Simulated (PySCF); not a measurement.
Exercise with solution: chemical shift, span and skew from a shielding tensor

trifluoromethane (CHF₃), SMILES FC(F)F. Atoms are numbered in the order given.

```xyz
5

F      1.0877     0.6280    -0.1284
C      0.0000     0.0000     0.3394
F      0.0000    -1.2559    -0.1284
F     -1.0877     0.6280    -0.1284
H      0.0000     0.0000     1.4297
```

Geometry: B3LYP-D3(BJ)/def2-TZVP.

GIAO shieldings from HF/pcSseg-2 run with PySCF, non-relativistic, no solvent. The symmetric part of the tensor of C2 has the principal values 72.8, 84.5, 84.5 ppm. The same nucleus in TMS has σ = 193.3 ppm at this level (PySCF, at its B3LYP-D3(BJ)/def2-TZVP geometry).

**Question.** Work out the isotropic shielding, the ¹³C shift against TMS, the span and the skew.

**Answer.** 
σ(iso) = (σ11 + σ22 + σ33)/3 = 80.6 ppm. δ = σ(ref) − σ(iso) = 193.3 − (80.6) = 112.7 ppm.
Span Ω = σ33 − σ11 = 11.7 ppm. Skew κ = 3(σ(iso) − σ22)/Ω = -1.00, an axial tensor. Tumbling in solution averages the tensor to δ; in a static solid the shielding alone would spread this spin-1/2 line over Ω.
